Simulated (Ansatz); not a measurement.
2H MoTe2 was calculated with PBE-D3(BJ) in Ansatz (plane waves, PAW).

Rigid layers of the crystal as relaxed at this level are moved apart or together:

```json
[
 {"run": "1", "k mesh": "12×12×4", "layer repeat (Å)": "6.68", "energy against free layers (meV/Å²)": "-36.97", "gap on the mesh (eV)": "0.402"},
 {"run": "2", "k mesh": "12×12×4", "layer repeat (Å)": "6.83", "energy against free layers (meV/Å²)": "-38.07", "gap on the mesh (eV)": "0.635"},
 {"run": "3", "k mesh": "12×12×4", "layer repeat (Å)": "6.98", "energy against free layers (meV/Å²)": "-37.57", "gap on the mesh (eV)": "0.766"},
 {"run": "4", "k mesh": "12×12×4", "layer repeat (Å)": "7.18", "energy against free layers (meV/Å²)": "-35.44", "gap on the mesh (eV)": "0.833"},
 {"run": "5", "k mesh": "12×12×4", "layer repeat (Å)": "7.48", "energy against free layers (meV/Å²)": "-30.86", "gap on the mesh (eV)": "0.919"},
 {"run": "6", "k mesh": "12×12×2", "layer repeat (Å)": "7.98", "energy against free layers (meV/Å²)": "-22.95", "gap on the mesh (eV)": "1.040"},
 {"run": "7", "k mesh": "12×12×2", "layer repeat (Å)": "8.98", "energy against free layers (meV/Å²)": "-11.95", "gap on the mesh (eV)": "1.185"},
 {"run": "8", "k mesh": "12×12×2", "layer repeat (Å)": "10.98", "energy against free layers (meV/Å²)": "-3.72", "gap on the mesh (eV)": "1.205"}
]
```

The lowest energy of these points lies at a layer repeat of 6.83 Å.

Spin–orbit coupling is not included.

Ansatz is a first-principles code.
